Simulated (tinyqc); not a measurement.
Inside a calculation. Method: UHF in the sto-3g basis, for H2O, spin multiplicity 3. One step of it, computed by the program tinyqc.

Problem. Iteration 32 (converged): orbitals. Diagonalise F' = X^T F X, C = X C', fill 6 alpha and 4 beta electrons from the bottom; D(s) = C_occ C_occ^T. Each column has its largest component positive (the first on a tie).

converged F(alpha) (hartree), order 1O 1s, 1O 2s, 1O 2px, 1O 2py, 1O 2pz, 2H 1s, 3H 1s:
$$\begin{pmatrix}
-20.435335 & -5.219407 & 0.000000 & 0.000000 & -0.012192 & -1.408601 & -1.408601 \\
-5.219407 & -2.703771 & 0.000000 & 0.000000 & -0.151437 & -1.185658 & -1.185658 \\
0.000000 & 0.000000 & -0.658591 & 0.000000 & 0.000000 & 0.000000 & 0.000000 \\
0.000000 & 0.000000 & 0.000000 & -0.561060 & 0.000000 & -0.469713 & 0.469713 \\
-0.012192 & -0.151437 & 0.000000 & 0.000000 & -0.638291 & -0.294868 & -0.294868 \\
-1.408601 & -1.185658 & 0.000000 & -0.469713 & -0.294868 & -0.773686 & -0.483731 \\
-1.408601 & -1.185658 & 0.000000 & 0.469713 & -0.294868 & -0.483731 & -0.773686
\end{pmatrix}$$

converged F(beta) (hartree), order 1O 1s, 1O 2s, 1O 2px, 1O 2py, 1O 2pz, 2H 1s, 3H 1s:
$$\begin{pmatrix}
-20.380544 & -5.178071 & 0.000000 & 0.000000 & -0.010399 & -1.395379 & -1.395379 \\
-5.178071 & -2.444969 & 0.000000 & 0.000000 & -0.053454 & -1.110092 & -1.110092 \\
0.000000 & 0.000000 & 0.259887 & 0.000000 & 0.000000 & 0.000000 & 0.000000 \\
0.000000 & 0.000000 & 0.000000 & -0.533144 & 0.000000 & -0.433570 & 0.433570 \\
-0.010399 & -0.053454 & 0.000000 & 0.000000 & -0.471736 & -0.291009 & -0.291009 \\
-1.395379 & -1.110092 & 0.000000 & -0.433570 & -0.291009 & -0.554129 & -0.413884 \\
-1.395379 & -1.110092 & 0.000000 & 0.433570 & -0.291009 & -0.413884 & -0.554129
\end{pmatrix}$$

X, order 1O 1s, 1O 2s, 1O 2px, 1O 2py, 1O 2pz, 2H 1s, 3H 1s:
$$\begin{pmatrix}
1.024498 & -0.147373 & 0.000000 & 0.000000 & -0.009976 & 0.023571 & 0.023571 \\
-0.147373 & 1.311832 & 0.000000 & 0.000000 & 0.117687 & -0.345467 & -0.345467 \\
0.000000 & 0.000000 & 1.000000 & 0.000000 & 0.000000 & 0.000000 & 0.000000 \\
0.000000 & 0.000000 & 0.000000 & 1.159999 & 0.000000 & -0.282390 & 0.282390 \\
-0.009976 & 0.117687 & 0.000000 & 0.000000 & 1.047777 & -0.140679 & -0.140679 \\
0.023571 & -0.345467 & 0.000000 & -0.282390 & -0.140679 & 1.261873 & -0.094696 \\
0.023571 & -0.345467 & 0.000000 & 0.282390 & -0.140679 & -0.094696 & 1.261873
\end{pmatrix}$$

Give: F' = X^T F X; orbital energies; coefficients C; F' = X^T F X; orbital energies; coefficients C; D(alpha) after iteration 32; D(beta) after iteration 32.

Solution.

F' = X^T F X (alpha) (hartree):
$$\begin{pmatrix}
-20.0524 & -2.6865 & 0.0000 & 0.0000 & -0.0202 & -0.2604 & -0.2604 \\
-2.6865 & -1.5235 & 0.0000 & 0.0000 & -0.0088 & -0.4817 & -0.4817 \\
0.0000 & 0.0000 & -0.6586 & 0.0000 & 0.0000 & 0.0000 & 0.0000 \\
0.0000 & 0.0000 & 0.0000 & -0.1857 & 0.0000 & -0.5192 & 0.5192 \\
-0.0202 & -0.0088 & 0.0000 & 0.0000 & -0.5704 & -0.1848 & -0.1848 \\
-0.2604 & -0.4817 & 0.0000 & -0.5192 & -0.1848 & -0.1090 & -0.2056 \\
-0.2604 & -0.4817 & 0.0000 & 0.5192 & -0.1848 & -0.2056 & -0.1090
\end{pmatrix}$$

orbital energies (alpha) (hartree): MO1 -20.4447, MO2 -1.4917, MO3 -0.7923, MO4 -0.6586, MO5 -0.6297, MO6 0.1052, MO7 0.7032

coefficients C (alpha), order 1O 1s, 1O 2s, 1O 2px, 1O 2py, 1O 2pz, 2H 1s, 3H 1s:
$$\begin{pmatrix}
0.9939 & -0.2475 & 0.0000 & 0.0000 & 0.0723 & -0.1351 & 0.0000 \\
0.0285 & 0.9193 & 0.0000 & 0.0000 & -0.3630 & 1.0087 & 0.0000 \\
0.0000 & 0.0000 & 0.0000 & 1.0000 & 0.0000 & 0.0000 & 0.0000 \\
0.0000 & 0.0000 & 0.6400 & 0.0000 & 0.0000 & 0.0000 & 1.0466 \\
0.0036 & 0.1547 & 0.0000 & 0.0000 & 0.9038 & 0.5573 & 0.0000 \\
-0.0068 & 0.0813 & 0.3932 & 0.0000 & 0.1452 & -0.8906 & -0.9194 \\
-0.0068 & 0.0813 & -0.3932 & 0.0000 & 0.1452 & -0.8906 & 0.9194
\end{pmatrix}$$

F' = X^T F X (beta) (hartree):
$$\begin{pmatrix}
-20.0010 & -2.6930 & 0.0000 & 0.0000 & -0.0372 & -0.2488 & -0.2488 \\
-2.6930 & -1.1263 & 0.0000 & 0.0000 & 0.1781 & -0.6052 & -0.6052 \\
0.0000 & 0.0000 & 0.2599 & 0.0000 & 0.0000 & 0.0000 & 0.0000 \\
0.0000 & 0.0000 & 0.0000 & -0.1717 & 0.0000 & -0.5231 & 0.5231 \\
-0.0372 & 0.1781 & 0.0000 & 0.0000 & -0.3556 & -0.2819 & -0.2819 \\
-0.2488 & -0.6052 & 0.0000 & -0.5231 & -0.2819 & 0.1820 & -0.1392 \\
-0.2488 & -0.6052 & 0.0000 & 0.5231 & -0.2819 & -0.1392 & 0.1820
\end{pmatrix}$$

orbital energies (beta) (hartree): MO1 -20.3884, MO2 -1.2457, MO3 -0.7049, MO4 -0.5272, MO5 0.2599, MO6 0.7212, MO7 0.8545

coefficients C (beta), order 1O 1s, 1O 2s, 1O 2px, 1O 2py, 1O 2pz, 2H 1s, 3H 1s:
$$\begin{pmatrix}
0.9944 & -0.2378 & 0.0000 & 0.0668 & 0.0000 & -0.1505 & 0.0000 \\
0.0259 & 0.8538 & 0.0000 & -0.3672 & 0.0000 & 1.0633 & 0.0000 \\
0.0000 & 0.0000 & 0.0000 & 0.0000 & 1.0000 & 0.0000 & 0.0000 \\
0.0000 & 0.0000 & 0.7075 & 0.0000 & 0.0000 & 0.0000 & 1.0023 \\
0.0031 & 0.0645 & 0.0000 & 0.8826 & 0.0000 & 0.6069 & 0.0000 \\
-0.0061 & 0.1440 & 0.3319 & 0.1910 & 0.0000 & -0.8738 & -0.9433 \\
-0.0061 & 0.1440 & -0.3319 & 0.1910 & 0.0000 & -0.8738 & 0.9433
\end{pmatrix}$$

D(alpha) after iteration 32, order 1O 1s, 1O 2s, 1O 2px, 1O 2py, 1O 2pz, 2H 1s, 3H 1s:
$$\begin{pmatrix}
1.0725 & -0.3618 & 0.0000 & 0.0000 & -0.0446 & 0.1040 & 0.1040 \\
-0.3618 & 1.9952 & 0.0000 & 0.0000 & 0.3764 & -0.8764 & -0.8764 \\
0.0000 & 0.0000 & 1.0000 & 0.0000 & 0.0000 & 0.0000 & 0.0000 \\
0.0000 & 0.0000 & 0.0000 & 0.4096 & 0.0000 & 0.2516 & -0.2516 \\
-0.0446 & 0.3764 & 0.0000 & 0.0000 & 1.1514 & -0.3525 & -0.3525 \\
0.1040 & -0.8764 & 0.0000 & 0.2516 & -0.3525 & 0.9754 & 0.6663 \\
0.1040 & -0.8764 & 0.0000 & -0.2516 & -0.3525 & 0.6663 & 0.9754
\end{pmatrix}$$

D(beta) after iteration 32, order 1O 1s, 1O 2s, 1O 2px, 1O 2py, 1O 2pz, 2H 1s, 3H 1s:
$$\begin{pmatrix}
1.0499 & -0.2018 & 0.0000 & 0.0000 & 0.0467 & -0.0275 & -0.0275 \\
-0.2018 & 0.8646 & 0.0000 & 0.0000 & -0.2689 & 0.0527 & 0.0527 \\
0.0000 & 0.0000 & 0.0000 & 0.0000 & 0.0000 & 0.0000 & 0.0000 \\
0.0000 & 0.0000 & 0.0000 & 0.5005 & 0.0000 & 0.2348 & -0.2348 \\
0.0467 & -0.2689 & 0.0000 & 0.0000 & 0.7831 & 0.1778 & 0.1778 \\
-0.0275 & 0.0527 & 0.0000 & 0.2348 & 0.1778 & 0.1674 & -0.0529 \\
-0.0275 & 0.0527 & 0.0000 & -0.2348 & 0.1778 & -0.0529 & 0.1674
\end{pmatrix}$$
